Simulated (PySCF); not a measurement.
**One shape, several levels: C2H3Cl3 (SMILES ClCC(Cl)Cl)**

Aim: a comparison of 6 runs (BHLYP/def2-SVP, BLYP/def2-SVP, M06-2X/def2-SVP, TPSS/def2-SVP, SCS-MP2/def2-SVP, CCSD(T)/def2-SVP) of C2H3Cl3. The job is set up through a Python script.

The calculation is run with PySCF 2.14.0.

3 further runs of the same task are left out: 3 set aside as unsound or not needed.

## (1) Starting point

C2H3Cl3: 8 atoms, total charge 0, spin state singlet. SMILES: `ClCC(Cl)Cl`. The coordinates come from a GFN2-xTB relaxation. This is one conformer, not always the lowest.

Bond lengths: Cl1–C2 1.780 Å, C2–C3 1.514 Å, C3–Cl4 1.777 Å, C3–Cl5 1.781 Å, C2–H6 1.091 Å, C2–H7 1.090 Å, C3–H8 1.092 Å. Some angles: Cl1–C2–C3 109.6°, C2–C3–Cl4 110.9°, C2–C3–Cl5 108.8°, Cl4–C3–Cl5 109.5°, Cl1–C2–H6 107.7°, Cl1–C2–H7 107.9°, C3–C2–H6 110.2°, C3–C2–H7 111.1°, C2–C3–H8 112.2°, Cl4–C3–H8 107.6°.

## (2) The energy at BHLYP/def2-SVP (run 1)

Input file run.py:

```python
# 1,1,2-trichloroethane
from pyscf import gto, dft

mol = gto.M(
    atom=[
    ('Cl', (-1.647350, -1.057680, 0.886610)),
    ('C', (-0.763990, 0.209490, 0.002410)),
    ('C', (0.690240, -0.188900, -0.135820)),
    ('Cl', (1.493080, -0.217700, 1.448850)),
    ('Cl', (1.508910, 0.984340, -1.196910)),
    ('H', (-1.223380, 0.307770, -0.981890)),
    ('H', (-0.864280, 1.140590, 0.560600)),
    ('H', (0.806760, -1.177910, -0.583850)),
],
    charge=0,
    max_memory=1860,
    verbose=3,
    basis='def2-svp',
)

ks = dft.RKS(mol, xc='bhandhlyp')
ks.grids.level = 5
ks.conv_tol = 1e-10
ks.kernel()
if not ks.converged:
    ks = ks.newton().run(ks.mo_coeff, ks.mo_occ)

e_final = ks.e_tot
print('E = %.10f Eh' % e_final)
```

On the command line:

```sh
$ OMP_NUM_THREADS=1 python run.py
```

Log:

```text
converged SCF energy = -1458.06491507401
E = -1458.0649150740 Eh
```

Run time: 26 s. Hardware: 1 thread of Intel Xeon at 2.70GHz, shared host; peak memory 0.51 GiB.

## (3) A single-point energy at BLYP/def2-SVP (run 2)

Input file job.py:

```python
from pyscf import gto, dft

mol = gto.Mole()
mol.atom = '''
Cl    -3.113040    -1.998726     1.675450
C     -1.443732     0.395879     0.004554
C      1.304365    -0.356969    -0.256663
Cl     2.821512    -0.411393     2.737930
Cl     2.851427     1.860133    -2.261832
H     -2.311853     0.581601    -1.855503
H     -1.633252     2.155403     1.059380
H      1.524555    -2.225927    -1.103317
'''
mol.verbose = 4
mol.max_memory = 1860
mol.basis = 'def2-svp'
mol.unit = 'bohr'
mol.build()

mf = dft.RKS(mol)
mf.xc = 'blyp'
mf.conv_tol = 1e-10
mf.grids.level = 5
mf.kernel()
if not mf.converged:
    mf = mf.newton().run(mf.mo_coeff, mf.mo_occ)

etot = mf.e_tot
print('Final energy', etot)
```

On the command line:

```sh
$ OMP_NUM_THREADS=1 python job.py
```

Log:

```text
PySCF version 2.14.0

[... 80 lines left out ...]
converged SCF energy = -1458.05428136721
Final energy -1458.0542813672062
```

Wall time 29 s (1 thread of Intel Xeon at 2.70GHz, shared host); peak memory 0.51 GiB.

Runs 3 to 5 aren't shown in full; the table further down has their settings and results.

## (4) The energy at CCSD(T)/def2-SVP (run 6)

Input file run.py:

```python
# 1,1,2-trichloroethane
from pyscf import gto, scf, cc

molecule = gto.M(
    atom=[
    ('Cl', (-1.647350, -1.057680, 0.886610)),
    ('C', (-0.763990, 0.209490, 0.002410)),
    ('C', (0.690240, -0.188900, -0.135820)),
    ('Cl', (1.493080, -0.217700, 1.448850)),
    ('Cl', (1.508910, 0.984340, -1.196910)),
    ('H', (-1.223380, 0.307770, -0.981890)),
    ('H', (-0.864280, 1.140590, 0.560600)),
    ('H', (0.806760, -1.177910, -0.583850)),
],
    max_memory=1860,
    verbose=3,
    spin=0,
    basis='def2-svp',
)

mf = scf.RHF(molecule)
mf.conv_tol = 1e-10
mf.kernel()
if not mf.converged:
    mf = mf.newton().run(mf.mo_coeff, mf.mo_occ)

mycc = cc.CCSD(mf, frozen=17)
mycc.kernel()
e_t = mycc.ccsd_t()
energy = mycc.e_tot + e_t
print(f'total energy: {energy:.8f} hartree')
```

On the command line:

```sh
$ OMP_NUM_THREADS=1 python run.py
```

Log:

```text
converged SCF energy = -1455.47337302724
E(CCSD) = -1456.210386526809  E_corr = -0.7370134995740909
CCSD(T) correction = -0.0200903892172648
total energy: -1456.23047692 hartree
```

Run time: 43 s. Hardware: 1 thread of Intel Xeon at 2.70GHz, shared host; peak memory 0.52 GiB.

## (5) The series

| run | level | integration grid | frozen core orbitals | energy (Eh) | dipole moment (D) of the reference | HOMO energy (eV) | LUMO energy (eV) | wall time |
| --- | --- | --- | --- | --- | --- | --- | --- | --- |
| 1 | BHLYP/def2-SVP | 5 | – | -1458.064915 | 1.38 | -9.77 | 1.69 | 26 s |
| 2 | BLYP/def2-SVP | 5 | – | -1458.054281 | 1.19 | -6.75 | -0.53 | 29 s |
| 3 | M06-2X/def2-SVP | 5 | – | -1458.042920 | 1.37 | -9.88 | 1.46 | 51 s |
| 4 | TPSS/def2-SVP | 5 | – | -1458.197468 | 1.34 | -7.22 | -0.70 | 45 s |
| 5 | SCS-MP2/def2-SVP | – | 17 | -1456.141559 | 1.54 | -11.93 | 4.42 | 3.6 s |
| 6 | CCSD(T)/def2-SVP | – | 17 | -1456.230477 | 1.54 | -11.93 | 4.42 | 43 s |

## (6) Results

| quantity | value |
| --- | --- |
| run 6: total energy | -1456.23048 Eh |
| run 6: dipole moment (Hartree–Fock density) | 1.54 D |
| run 6: HOMO energy (Hartree–Fock orbitals) | -11.93 eV |
| run 6: LUMO energy (Hartree–Fock orbitals) | 4.42 eV |
| run 6: HOMO–LUMO gap (Hartree–Fock orbitals) | 16.35 eV |
| run 6: correlation energy (17 core orbitals frozen) | -757.1 mEh |
| run 6: (T) correction | -20.09 mEh |
| run 6: T1 diagnostic | 0.008 |

Over runs 1, 2, 3, 4 the dipole moment (its size) runs from 1.19 D (BLYP/def2-SVP) to 1.38 D (BHLYP/def2-SVP). Over runs 1, 2, 3, 4 the HOMO–LUMO gap runs from 6.22 eV (BLYP/def2-SVP) to 11.46 eV (BHLYP/def2-SVP). Totals of different functionals can't be ranked against each other. All runs together took 3.3 min, the longest 51 s.
